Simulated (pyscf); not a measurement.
Single points on ωB97X-D3(BJ)/def2-SVP structures (PySCF, gas phase). MP2 and CC: frozen core, UHF for open shells. ΔMP2 is the change of the MP2 total energy from the triple- to the quadruple-zeta basis.

Task: What is the homolytic dissociation enthalpy (298 K, CCSD(T)/def2-TZVPP + ΔMP2(QZVPP)) of the P–Si bond of HO–P(OH)–SiH₃ (SMILES OP(O)[SiH3]), to HO–P•–OH + SiH₃•?

Result: P–Si to HO–P•–OH + SiH₃•: 59.7 kcal/mol. HO–P(OH)–SiH₃ lies 40.9 kcal/mol over its isomer HO–SiH₂–O–PH₂, and others may lie lower still (electronic energy, ωB97M-D3(BJ)). Other isomers of HO–P•–OH were not searched in full and may lie lower. The CCSD(T) − MP2 part came from Ansatz, without density fitting, on the same reference.
